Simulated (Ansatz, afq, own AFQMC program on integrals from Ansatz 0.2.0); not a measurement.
# BSiH, singlet in 6-31G, levels against full CI

```yaml
atoms:
  - { symbol: Si, position_ang: [0.0000, 0.0000, -1.5433] }
  - { symbol: B, position_ang: [0.0000, 0.0000, 0.1787] }
  - { symbol: H, position_ang: [0.0000, 0.0000, 1.3646] }
```

Connectivity, by distances: Si–BH.

Basis 6-31G. Only valence electrons are correlated. Ansatz 0.2.0 and our own AFQMC program on the same integrals; the CISD trial comes from CCSD amplitudes, and released means the phaseless constraint is let go. Uncertainties: one standard error, sampling alone.

Determinant: RHF, the one that the program's search chose, which needn't be the lowest solution. The geometry is a point of a scan.

Full CI on the same integrals is exact in this basis and with this determinant's frozen core.

Cautions: higher spins were not checked; restricted determinant unstable towards unrestricted (UHF 786 meV lower, ⟨S²⟩ 1.00); the CCSDT(Q) amplitudes may be one of several solutions (largest double 0.67); the CCSDTQ amplitudes may be one of several solutions (largest double 0.95); the released energy hasn't reached full CI (78 meV above it at 2.40 1/Eh), so no released level is given (meV from the phaseless value at times in 1/Eh: -2 ± 3 at 0.24, -1 ± 3 at 0.51, -5 ± 3 at 0.99, -6 ± 3 at 1.62, -7 ± 3 at 2.40); the determinant fills πx and πy unequally, so it mixes two states of the linear molecule, and each level undoes that mixture to a different degree, while full CI gives the lower state, and by Hund's rule a triplet of that filling probably lies lower still; CCSDTQ on the UHF determinant differs (725 meV lower), perhaps since the unrestricted series falls towards higher spin.

The T1 diagnostic is 0.0117. The weight of the determinant in the CISD state is 0.883. The size of the correlated space is 8 electrons in 18 orbitals.

```tsv
level	correlation energy (eV)
MP2	-2.2268
CCSD	-2.9529
CCSD(T)	-3.0334
```

Question: Estimate where phaseless AFQMC with a CISD trial lies against CCSD(T) on the same integrals.

Answer: 2.1 ± 0.3 kJ/mol below CCSD(T).

Reference: full CI, correlation energy -3.139 eV. The cautions show a poor starting determinant, so the rows tell how each method copes with it here, and full CI is the sure value.

| level | E − E(reference) (kJ/mol) | share of correlation (%) |
| --- | --- | --- |
| CCSD(T) | 10.2 | 96.62 |
| CCSDT | 4.4 | 98.55 |
| CCSDT(Q) | 0.8 | 99.73 |
| CCSDTQ | 0.2 | 99.95 |
| ph-AFQMC/CISD | 8.2 ± 0.3 | 97.30 |

CCSDT and higher add their correlation energy to the determinant of the CCSD(T) run, since their own runs factorise the integrals more tightly (a shift of under 2 meV).
